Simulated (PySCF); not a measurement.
**Potential energy of ClF along the bond**

Set-up: basis Cl 3-21G, F 3-21G; no relativity; PySCF 2.14. Energies in eV from Cl + F in their ground configurations at the same level. State: ¹Σ⁺ (singlet), closed shell.

All columns are PBE. A positive dipole means Cl(−)F(+).

```
R (Å)  E (eV)  μ (D)  Mulliken charge on Cl (basis-dependent)  HOMO (eV)  LUMO (eV)  Mayer bond order  ⟨S²⟩
1.496  -1.183  -0.61                                     0.33      -6.62      -1.82              0.84  0.00
1.565  -1.913  -0.66                                     0.29      -6.85      -2.72              0.88  0.00
1.635  -2.339  -0.69                                     0.25      -7.06      -3.54              0.92  0.00
1.687  -2.511  -0.71                                     0.23      -7.20      -4.11              0.94  0.00
1.739  -2.588  -0.73                                     0.20      -7.33      -4.63              0.96  0.00
1.791  -2.593  -0.74                                     0.18      -7.45      -5.10              0.97  0.00
1.861  -2.517  -0.76                                     0.15      -7.59      -5.67              0.99  0.00
1.948  -2.329  -0.77                                     0.12      -7.74      -6.27              1.00  0.00
2.052  -2.025  -0.78                                     0.09      -7.88      -6.87              1.01  0.00
2.191  -1.563  -0.78                                     0.06      -8.03      -7.50              1.02  0.00
```

A fit through these points gives, at Re = 1.769 Å, μ = -0.74 D and dμ/dR = -0.242 D/Å; the reduced mass is 12.31 u.

**Question.** How strong is the fundamental in the double-harmonic approximation, I = 42.26·(dμ/dR)²/μred km/mol?

**Answer.** I = 42.26·(-0.242)²/12.31 = 0.201 km/mol at PBE.

3-21G is very small, so such numbers show the basis as much as the molecule.
